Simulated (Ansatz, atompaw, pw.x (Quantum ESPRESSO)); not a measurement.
**Si (Z = 14) (diamond): variants of one PAW (atompaw) potential in the solid**

silicon (Si), PAW, made with atompaw 4.2.0.5 (PBE, scalar-relativistic). Core [Ne], reference 3s2 3p2. Waves: 3s (bound): rc 2.80 bohr; 3s channel at -0.15 Ry: rc 2.80 bohr; 3p (bound): rc 2.80 bohr; 3p channel at 0.9 Ry: rc 2.70 bohr; 3d channel at 0.45 Ry: rc 2.80 bohr; 3d channel at 1.8 Ry: rc 2.80 bohr. Local part: troulliermartins scheme with l = 3 at 0 Ry, radius 2.20 bohr. Core correction: smooth core density matched at 2.15 bohr. Augmentation charge: sinc compensation charge, radius 2.65 bohr; PAW radius 2.80 bohr; waves and projectors: custom polynom vanderbiltortho.

Crystal test: diamond Si in pw.x 7.5, no spin, 8³ k-points, Fermi–Dirac smearing 0.01 Ry, cutoffs set for each file from its atomic test. The reference is all-electron LAPW (Ansatz 0.2.0) with the same functional, mesh and smearing; V0 and B0 come from Birch–Murnaghan fits to the pressures at five volumes. Errors are pseudo minus all-electron; Δ is the rms difference of the E(V) curves that follow from these fits, minima aligned, over ±6 % about the mean V0. Mesh and smearing are coarse, so the numbers serve the comparison and aren't converged zero-temperature values; the lattice is a test structure that the element need not adopt.

All-electron: a0 = 5.469 Å (V0 = 20.45 Å³/atom), B0 = 88.5 GPa.

Base: The largest radius (2.80 bohr) exceeds half the bond length (2.24 bohr), so the spheres overlap, which is one possible source of error among others.

| change | cutoffs (Ry) | pw.x | a0 (Å) | a0 error (%) | B0 error (%) | Δ (meV/atom) | mean pressure error (GPa) |
| --- | --- | --- | --- | --- | --- | --- | --- |
| base | 40/400 | converged | 5.468 | -0.03 | -0.3 | 0.3 | -0.07 |
| local potential troulliermartins scheme with l = 3 at 0 Ry, radius 1.12 bohr | 40/400 | failed after 1 of 5 volumes (c_bands: too many bands are not converged) | – | – | – | – | – |
| core correction smooth core density matched at 1.38 bohr | 40/400 | converged | 5.467 | -0.04 | -0.0 | 0.5 | -0.11 |
| augmentation besselshape compensation charge, radius 2.65 bohr; PAW radius 2.80 bohr; waves and projectors: custom polynom vanderbiltortho | 40/400 | converged | 5.469 | -0.01 | -0.1 | 0.1 | -0.01 |
| all radii scaled by about 0.95 (s 2.66, p 2.66, d 2.66 bohr); local potential troulliermartins scheme with l = 3 at 0 Ry, radius 2.08 bohr; augmentation sinc compensation charge, radius 2.52 bohr; PAW radius 2.66 bohr; waves and projectors: custom polynom vanderbiltortho; core correction smooth core density matched at 2.04 bohr | 40/400 | converged | 5.468 | -0.03 | -0.2 | 0.3 | -0.07 |

Q: Give the row for: augmentation sinc compensation charge, radius 2.56 bohr; PAW radius 2.80 bohr; waves and projectors: custom polynom vanderbiltortho.

A: pw.x: converged; mean pressure error (GPa): -0.06; a0 (Å): 5.468; a0 error (%): -0.02; B0 error (%): -0.2; Δ (meV/atom): 0.3.
